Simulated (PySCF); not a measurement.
## Frontier levels across methods

Species: C3H5F3.
Numbering: `[CH3:1][CH2:2][C:3]([F:4])([F:5])[F:6]` (hydrogens: H7, H8, H9 on C1; H10, H11 on C2)

Structure used (PBE0-D3(BJ)/def2-SVP), in Å, numbered top down from 1:
```
atom  x, y, z in Å
C1    -1.245    0.192    0.533
C2    -0.063   -0.595   -0.003
C3     1.203    0.216   -0.075
F4     1.059    1.293   -0.858
F5     2.216   -0.503   -0.569
F6     1.578    0.655    1.133
H7    -1.037    0.578    1.541
H8    -1.475    1.049   -0.117
H9    -2.139   -0.443    0.590
H10    0.159   -1.469    0.629
H11   -0.257   -0.973   -1.018
```

Basis pcSseg-2 throughout (PySCF), one geometry. Isolated species at its PBE0-D3(BJ)/def2-SVP geometry, gas phase.

**Question.** How do the orbital energies, the gap and the dipole change with the method?

**Answer.** 
| method | kind | HOMO (eV) | LUMO (eV) | gap (eV) | μ (D) | SCF cycles |
| --- | --- | --- | --- | --- | --- | --- |
| OPBE | GGA | -8.54 | -0.04 | 8.50 | 2.19 | 14 |
| BLYP | GGA | -8.61 | -0.14 | 8.47 | 2.28 | 14 |
| PBE | GGA | -8.64 | -0.11 | 8.53 | 2.26 | 14 |
| B97-D | GGA | -8.69 | 0.03 | 8.72 | 2.26 | 14 |
| BP86 | GGA | -8.75 | 0.08 | 8.82 | 2.26 | 14 |
| LDA | LDA | -8.78 | -0.19 | 8.60 | 2.35 | 14 |
| KT2 | GGA | -8.78 | -0.08 | 8.71 | 2.31 | 14 |
| KT3 | GGA | -8.82 | -0.33 | 8.50 | 2.27 | 14 |
| B3LYP | global hybrid | -10.07 | 0.26 | 10.34 | 2.40 | 12 |
| PBE0 | global hybrid | -10.26 | 0.59 | 10.85 | 2.39 | 12 |
| mPW1PW91 | global hybrid | -10.30 | 0.54 | 10.84 | 2.39 | 12 |
| wB97X-D | range-separated hybrid | -12.18 | 2.30 | 14.48 | 2.39 | 12 |
| HF | Hartree–Fock | -14.10 | 2.62 | 16.72 | 2.62 | 10 |

The HOMO spans 5.56 eV, from OPBE down to HF, and the gap runs from 8.47 eV (BLYP) to 16.72 eV (HF). Over the methods OPBE (0 %), BLYP (0 %), PBE (0 %), B97-D (0 %), BP86 (0 %), LDA (0 %), KT2 (0 %), KT3 (0 %), B3LYP (20 %), PBE0 (25 %), mPW1PW91 (25 %), HF (100 %), a straight line through the gap against the share of exact exchange rises by 0.82 eV for each 10 % (correlation coefficient 0.998). The dipole ranges from 2.19 D (OPBE) to 2.62 D (HF). This basis has no diffuse functions.

The vertical ΔSCF ionisation energy at CAM-B3LYP/def2-SVPD is 12.93 eV; −ε(HOMO) comes closest to it with wB97X-D (12.18 eV).
